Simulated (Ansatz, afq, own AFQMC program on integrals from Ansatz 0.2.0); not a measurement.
# Where AFQMC and coupled cluster stand for Si, quintet

A free Si atom.

Basis aug-cc-pVTZ. Noble-gas cores (and the filled d shells of Ga–Kr and In–Xe) are frozen. Integrals, coupled cluster, full CI and functionals: Ansatz 0.2.0; the random walks run on the same integrals in our own AFQMC program. The CISD trial takes its coefficients from CCSD amplitudes. Released means that phaseless walkers are propagated on without the constraint, phases kept. Free AFQMC starts from the CCSD state and is never constrained. Its projection time is finite, and what remains of the start isn't in its error. Uncertainties: one standard error, sampling alone.

Determinant: ROHF, the one that the program's search chose, which needn't be the lowest solution.

Full CI on the same integrals is exact in this basis and with this determinant's frozen core.

Cautions: another spin lies lower (by 3.91 eV).

- T1 diagnostic: 0.0022
- weight of the determinant in the CISD state: 0.973
- size of the correlated space: 4 electrons in 45 orbitals

```json
{"level": "MP2", "correlation energy (eV)": "-0.5900"}
{"level": "CCSD", "correlation energy (eV)": "-0.8163"}
{"level": "CCSD(T)", "correlation energy (eV)": "-0.8310"}
```

**Question.** Estimate where AFQMC with the constraint released lies against CCSD(T) on the same integrals.

**Answer.** 5.2 ± 0.1 meV below CCSD(T).

Reference: full CI, correlation energy -0.836 eV. The released energy is read at 2.40 1/Eh (meV from the phaseless value at times in 1/Eh: -0.22 ± 0.24 at 0.24, -0.48 ± 0.20 at 0.51, -0.86 ± 0.20 at 0.99, -0.98 ± 0.14 at 1.62, -1.19 ± 0.13 at 2.40).

| level | E − E(reference) (meV) | share of correlation (%) |
| --- | --- | --- |
| CCSD(T) | 5.2 | 99.37 |
| CCSDT | 0.1 | 99.99 |
| CCSDT(Q) | 0.0 | 100.00 |
| ph-AFQMC/HF | 12.0 ± 6.1 | 98.56 |
| ph-AFQMC/CISD | 1.2 ± 0.2 | 99.86 |
| released AFQMC | 0.0 ± 0.1 | 100.00 |
| free AFQMC | 0.0 ± 0.1 | 100.00 |

CCSDT and higher add their correlation energy to the determinant of the CCSD(T) run, since their own runs factorise the integrals more tightly (a shift of under 2 meV). Free projections are given only where their last times agree within the noise and don't stop above the reference; a slow remainder of the start can still hide under it. A walk keeps the symmetry of its determinant, which the program's search chose and which needn't be the lowest solution, so a lower state of the same spin and another symmetry isn't excluded. Released energies are given only where the last usable release times agree within the noise; a slower fall can still hide under it.
